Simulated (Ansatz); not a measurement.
The first iterations of a band of CH6AlN + H (10 atoms, charge 0, multiplicity 2).

All numbers below come from UKS PBE/6-31G* in Ansatz 0.2.0.

- movable images: 5
- climbing image: yes
- spring: 5.0 eV/Å²
- optimiser: quadratic models (default)
- start path: through a guess of the saddle point
- force threshold: 0.05 eV/Å
- iteration limit: 60
- end points: relaxed

First end point:

```xyz
10
Properties=species:S:1:pos:R:3
Al -0.031 -0.020 -0.164
H 0.051 -0.170 1.433
N 1.550 0.019 -1.012
H 2.452 -0.072 -0.544
H 1.682 0.077 -2.022
C -1.712 0.102 -1.186
H -2.336 -0.797 -1.035
H -2.318 0.963 -0.851
H -1.547 0.212 -2.271
H 0.327 -0.314 4.326
```

Last end point:

```xyz
10
Properties=species:S:1:pos:R:3
Al 0.234 -0.817 -0.526
H -0.339 -0.100 2.535
N 1.677 -0.111 -1.347
H 2.637 -0.428 -1.213
H 1.653 0.677 -1.998
C -1.545 -0.007 -0.921
H -2.259 -0.770 -1.277
H -1.975 0.449 -0.012
H -1.455 0.776 -1.696
H -0.509 0.330 3.129
```

| iteration | highest image above the first end (eV) | largest band force component (eV/Å) |
| --- | --- | --- |
| 1 | 1.722 | 11.501 |
| 2 | 0.371 | 1.448 |
| 3 | 0.193 | 4.667 |
| 4 | 0.060 | 0.837 |

Task: Does the band converge within its limit, and where does its top end?

Result: The run converged. It ended after 14 iterations with the highest image 0.023 eV above the first end. A vibrational analysis at the climbing image gives one clearly imaginary mode, 305i cm⁻¹: a first-order saddle point.

Run time: 110 s on 1 thread of INTEL(R) XEON(R) PLATINUM 8581C CPU @ 2.30GHz (Emerald Rapids), on a shared host, peak memory 0.17 GiB.
